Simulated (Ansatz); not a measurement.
C₆H₄O₂ (`O=C1C=CC(=O)C=C1`), charge 0, multiplicity 1.

Question: Give a relaxed structure at PBE0-D4/def2-TZVP (Ansatz). (Best estimate.)

Answer: The calculation gave: 
```xyz
12

O    -0.407   -2.223   -1.378
C    -0.220   -1.204   -0.746
C    -0.294   -1.192    0.729
C    -0.089   -0.072    1.423
C     0.220    1.204    0.746
O     0.406    2.223    1.378
C     0.294    1.192   -0.729
C     0.090    0.072   -1.423
H    -0.523   -2.141    1.200
H    -0.138   -0.035    2.506
H     0.523    2.141   -1.200
H     0.138    0.035   -2.506
```
Point group D2h.
This is one stationary point; other conformers may exist.
